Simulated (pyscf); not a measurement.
## Routes from `[NH2][BH][Cl]`

Candidate steps break at most two bonds and form at most two. Each was searched with GFN2-xTB (tblite) first. Structures and frequencies: ωB97X-D3(BJ)/def2-SVP in PySCF. Correlated levels are frozen-core, on RHF or UHF. ΔMP2 is the change of the MP2 total energy from the triple- to the quadruple-zeta basis. Energies: CCSD(T)/def2-TZVPP + ΔMP2(QZVPP), kJ/mol, from the reactant's lowest minimum found, singlet surface; ΔG‡ with ideal gas, 1 atm, RRHO with modes under 100 cm⁻¹ raised to 100, one conformer, R ln 2 for chiral ones without a mode under 150 cm⁻¹.

```tsv
products	type	ΔE‡	ΔE	ΔG‡ 298 K	ΔG‡ 900 K	ν‡ (cm⁻¹)
HB=NH + HCl	elimination	293.4	+226.7	268.0	263.1	1165i
B–Cl [singlet] + NH₃	1,1-elimination	442.2	+389.6	428.6	426.3	1585i
```

Row 2: On the product side the descent ends in an adduct with a B–N contact, 38.8 kJ/mol under the separated species and 75.5 kJ/mol under the saddle at ωB97X-D3(BJ)/def2-TZVP. 

Plain bond fissions and candidates not yet searched are not listed, and one of them may be faster. Each barrier is that of the saddle found; lower ones may exist. The CCSD(T) − MP2 part came from Ansatz, without density fitting, on the same reference.
